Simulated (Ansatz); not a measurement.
# Chalcopyrite ZnSnAs2

Calculation: B3LYP (VWN-RPA form) (PAW; Ansatz, a first-principles code).

Run with plane-wave cutoff 460 eV, 6×6×6 k mesh, Fermi–Dirac smearing 0.01 eV, scalar-relativistic PAW data made under PBE.

Cell (measured lattice):

```cif
data_As4Sn2Zn2
_chemical_formula_sum 'Zn2 Sn2 As4'
_space_group_name_H-M_alt 'P 1'
_space_group_IT_number 1
_cell_length_a 7.16476
_cell_length_b 7.16476
_cell_length_c 7.16476
_cell_angle_alpha 131.810
_cell_angle_beta 131.810
_cell_angle_gamma 70.529
loop_
_space_group_symop_operation_xyz
  'x, y, z'
loop_
_atom_site_label
_atom_site_type_symbol
_atom_site_fract_x
_atom_site_fract_y
_atom_site_fract_z
_atom_site_occupancy
Zn1 Zn 0.00000 0.00000 0.00000 1
Zn2 Zn 0.75000 0.25000 0.50000 1
Sn1 Sn 0.50000 0.50000 0.00000 1
Sn2 Sn 0.25000 0.75000 0.50000 1
As1 As 0.87500 0.90061 0.52561 1
As2 As 0.09939 0.62500 0.97439 1
As3 As 0.37500 0.34939 0.47439 1
As4 As 0.65061 0.12500 0.02561 1
```

```yaml
band_gap: 0.83 eV (on the SCF k mesh)
```

Measured, for comparison: band gap 0.75 eV (temperature not stated, no zero-point or thermal correction, direct or pseudo-direct at Γ, our sources range from 0.65 to 0.75; as tabulated in Ghosh et al. (2024), arXiv:2401.16805).

Note: cell and atoms aren't relaxed at this level (pressure 4.0 GPa).

Spin–orbit coupling is not included.
